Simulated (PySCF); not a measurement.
Compound: copper monofluoride, CuF (singlet state).
SMILES with atom numbers: `[F:1][Cu:2]`

Cartesian coordinates in Å at the PBE0-D3(BJ)/def2-SVP level; atoms count from 1:
```
atom  x, y, z in Å
F1     0.8993   -0.0675   -0.0009
Cu2   -0.8495   -0.0203   -0.0213
```

Computed, not measured: core-valence-separated Tamm–Dancoff BHandHLYP/aug-pcX-1 (def2-SVPD on Cu) in PySCF, non-relativistic, gas phase, PBE0-D3(BJ)/def2-SVP geometry. The energies are unshifted.

The lowest roots of each edge with f over 0.003 (five at most, numbered afresh; weaker and dark ones are left out), with transition dipoles (au) in the frame of the coordinates:

```json
{"root": "1", "edge": "F", "E (eV)": "679.22", "μx": "0.0272", "μy": "-0.0008", "μz": "0.0004"}
{"root": "2", "edge": "F", "E (eV)": "682.60", "μx": "0.0005", "μy": "0.0220", "μz": "0.0020"}
{"root": "3", "edge": "F", "E (eV)": "682.60", "μx": "-0.0003", "μy": "-0.0020", "μz": "0.0220"}
{"root": "4", "edge": "F", "E (eV)": "685.11", "μx": "-0.0195", "μy": "0.0005", "μz": "-0.0003"}
{"root": "5", "edge": "F", "E (eV)": "686.93", "μx": "0.0233", "μy": "-0.0006", "μz": "0.0003"}
```

Problem. What are the oscillator strengths?

Solution. f = (2/3) ΔE |μ|², with ΔE in hartree (27.2114 eV):

```
root  ΔE (Eh)  |μ|² (au)      f  core hole on
   1  24.9608   0.000740  0.012            F1
   2  25.0849   0.000487  0.008            F1
   3  25.0849   0.000487  0.008            F1
   4  25.1774   0.000380  0.006            F1
   5  25.2442   0.000543  0.009            F1
```

Problem. What is the unit vector of the molecular axis, and which share of each root's |μ|² lies along it?

Solution. (-1.00, 0.03, -0.01), up to sign.

```csv
root,core hole on,share along it,final orbital
1,F1,1.00,σ
2,F1,0.00,π
3,F1,0.00,π
4,F1,1.00,σ
5,F1,1.00,σ
```

The 1s orbitals are σ, so light polarised along the axis reaches σ orbitals and light across it π orbitals.

Problem. For fixed molecules, how does the intensity of root 1 change when the electric field is turned 45° away from the molecular axis?

Solution. Intensity goes as (E·μ)², and μ lies along that direction, so it falls to cos²45° = 0.50 of its maximum; it vanishes at 90°.

Problem. Molecules are fixed in this frame and the field points along (1, 0, −1)/√2. What effective strengths 3 f cos²θ do the roots have (θ between field and μ)?

Solution. root 1 (F1): 0.018, root 2 (F1): 0.000, root 3 (F1): 0.012, root 4 (F1): 0.009, root 5 (F1): 0.013. Root 1 is the strongest. Averaged over all orientations cos²θ is 1/3, which gives f back. For degenerate partners only the sum has meaning, as the program may mix them freely.

